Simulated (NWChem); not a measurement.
## Correlation energy of disulfur (S$_{2}$)

```
S
S 1 1.9039
```
Charge 0, spin multiplicity 3.

All runs are NWChem calculations. The geometry was optimised at UPBE0/def2-SVP, a minimum by its harmonic frequencies.

Basis set: cc-pVTZ. Each correlation energy counts from its own Hartree-Fock reference.

The correlated methods keep 10 core orbitals frozen. The unpaired electrons of the parent sit in orbitals of symmetry b2g and b3g (D2h labels of the run); other states weren't searched. The stability of the SCF solutions was not checked. Open-shell Hartree-Fock references start from PBE0 orbitals. Coupled-cluster values serve here as a point of comparison, not as the truth.

**Question.** Order these methods by the correlation energy they give, lowest first: CCSD(T) on ROHF, UMP2, CCSD on UHF, SCS-UMP2, CCSD[T] on UHF, CCSD on ROHF.

**Answer.** CCSD(T) on ROHF (-374.5 mHa), CCSD[T] on UHF (-359.4 mHa), CCSD on ROHF (-353.6 mHa), CCSD on UHF (-339.8 mHa), UMP2 (-312.9 mHa), SCS-UMP2 (-303.1 mHa)
